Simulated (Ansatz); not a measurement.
Reaction (SMILES): S (H2S) → [SH] (SH) + H atom
B3LYP-D3(BJ)/def2-TZVP geometries, fixed; electronic energies without zero-point terms.
Largest species:
```xyz
3

S      0.0018     0.0003     0.1031
H     -0.0075     0.9678    -0.8277
H     -0.0219    -0.9726    -0.8218
```
Charge 0, spin multiplicity 1.

Basis-set convergence of the bond dissociation energy at PBE0 with Ansatz (an electronic-structure program). Cartesian d functions, on some or all atoms, in 6-31G**; all else is spherical. The program fits the integrals of some runs and decomposes those of others, by size. Open shells are unrestricted. No added dispersion term, no relativity. Functions are those of the species that has most. Reference: the value in aug-cc-pV(5+d)Z, 93.27 kcal/mol. Deviations are taken from unrounded values.

| basis | functions | bond dissociation energy (kcal/mol) | minus reference (kcal/mol) |
|---|---|---|---|
| 3-21G | 17 | 83.23 | -10.04 |
| 6-31G | 17 | 82.12 | -11.15 |
| pcseg-0 | 17 | 80.84 | -12.43 |
| 6-31G** | 29 | 92.35 | -0.92 |
| def2-TZVPD | 64 | 93.00 | -0.26 |
| jun-cc-pV(T+d)Z | 76 | 93.26 | 0.00 |
| aug-cc-pV(T+d)Z | 101 | 93.18 | -0.09 |
| def2-QZVPP | 130 | 93.21 | -0.06 |
| cc-pV(5+d)Z | 210 | 93.25 | -0.02 |
